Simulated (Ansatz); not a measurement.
```yaml
crystal:
  periodic: [false, false, false]
  atoms:
    - {symbol: Ru, position_ang: [0.000000, 0.000000, 0.000000]}
    - {symbol: Cl, position_ang: [0.000000, 0.000000, 2.091629]}
    - {symbol: Cl, position_ang: [0.000000, 0.000000, -2.091629]}
basis:
  gaussian: {orbitals: def2-TZVP}
magnetization: {spin_polarized: true, initial_magnetization: 4}
hamiltonian: {xc: pbe0}
relax: {f_tol: 0.004, max_steps: 80}
```

```sh
$ ansatz run in.yaml --threads 1 --pin off --events-out ev --progress --plain --max-ram 2176MiB
```

Steps of the relaxation (energy above the last step; positions in Å, forces in eV/Å):

```
3
step 1, 395.4 meV
Ru    0.000    0.000    0.000    0.000    0.000    0.000
Cl    0.000    0.000    2.092    0.000    0.000    3.171
Cl    0.000    0.000   -2.092    0.000    0.000   -3.171
```

```
3
step 2, 8.0 meV
Ru    0.000    0.000    0.000    0.000    0.000    0.000
Cl    0.000    0.000    2.253    0.000    0.000   -0.353
Cl    0.000    0.000   -2.253    0.000    0.000    0.353
```

```
3
step 3, 0.1 meV
Ru    0.000    0.000    0.000    0.000    0.000    0.000
Cl    0.000    0.000    2.232    0.000    0.000   -0.033
Cl    0.000    0.000   -2.232    0.000    0.000    0.033
```

```
3
step 4, 0.0 meV
Ru    0.000    0.000    0.000    0.000    0.000    0.000
Cl    0.000    0.000    2.230    0.000    0.000    0.003
Cl    0.000    0.000   -2.230    0.000    0.000   -0.003
```

Close pairs at the end: Ru1–Cl2 2.230 Å, Ru1–Cl3 2.230 Å.

A stationary point of unrestricted PBE0 after 4 steps, with ⟨S²⟩ = 6.009 against 6.00 for a pure state; no frequencies were run, so it isn't proven a minimum. 36 s on 1 thread of Arm Neoverse V1, shared host.
